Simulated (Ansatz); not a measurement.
A made-up structure of BSiH₅S, closed shell:

```
8
angstrom
B -1.0624 -0.7467 -0.4372
S -1.0241 0.9388 -0.9921
Si 0.7377 -0.7747 0.7484
H -2.0423 1.3441 -1.7974
H -0.0219 1.7825 -0.6268
H 0.6371 0.2215 1.8416
H 1.9104 -0.4730 -0.1070
H 0.8617 -2.1397 1.3155
```

It is relaxed with PBE-D4/def2-SVP and then PBE0-D4/def2-TZVP (Ansatz 0.2.0). Atoms count as bonded within 1.22 times the sum of their covalent radii (H–H: 0.88 Å). The end point is not checked to be a true minimum.

**Question.** Does its bonding change? (Judge from chemistry; the calculation decides.)

**Answer.** Computed: No: no bond forms or breaks.

Where it ends: The first stage lowers the energy by 0.82 eV in 10 steps. It ends as BSiH₅S ([SiH3][B][SH2]):
```json
{"atom": "B1", "x (Å)": "-0.8401", "y (Å)": "-0.5764", "z (Å)": "-0.3699"}
{"atom": "S2", "x (Å)": "-1.1708", "y (Å)": "1.0743", "z (Å)": "-0.8098"}
{"atom": "Si3", "x (Å)": "0.7464", "y (Å)": "-0.8884", "z (Å)": "0.7960"}
{"atom": "H4", "x (Å)": "-1.9277", "y (Å)": "1.2373", "z (Å)": "-1.9120"}
{"atom": "H5", "x (Å)": "-0.3839", "y (Å)": "2.2160", "z (Å)": "-1.0378"}
{"atom": "H6", "x (Å)": "0.7870", "y (Å)": "0.0309", "z (Å)": "1.9725"}
{"atom": "H7", "x (Å)": "1.9819", "y (Å)": "-0.6625", "z (Å)": "-0.0136"}
{"atom": "H8", "x (Å)": "0.8035", "y (Å)": "-2.2784", "z (Å)": "1.3198"}
```

Labels in which every atom is bracketed show which atoms are joined, not bond orders.

For scale, one of the runs: PBE0-D4/def2-TZVP relaxation, 135 basis functions, launched by `ansatz run in.yaml --threads 2 --pin off --events-out ev --progress --plain --max-ram 4352MiB`. Hardware: 2 CPU threads of an Arm Neoverse V1, shared host. Wall time about 24 s.
